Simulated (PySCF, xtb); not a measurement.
ethane (C2H6), SMILES CC.

Harmonic wavenumbers (cm⁻¹) from xtb 6.7.1 with GFN2-xTB at its own minimum, in rising order: 301, 861, 861, 1069, 1209, 1209, 1400, 1434, 1508, 1508, 1509, 1509, 3023, 3024, 3035, 3040, 3041, 3042.

Problem. What does PBE-D3(BJ)/def2-TZVP in PySCF 2.14.0 give at its own minimum? (The exact figures need the calculation; the answer reports its results.)

Solution. 302, 800, 800, 992, 1178, 1178, 1357, 1369, 1452, 1452, 1454, 1454, 2969, 2972, 3022, 3022, 3048, 3048. Paired by order, the mean absolute difference is 41 cm⁻¹ and the zero-point energies are 46.6 and 45.6 kcal/mol.
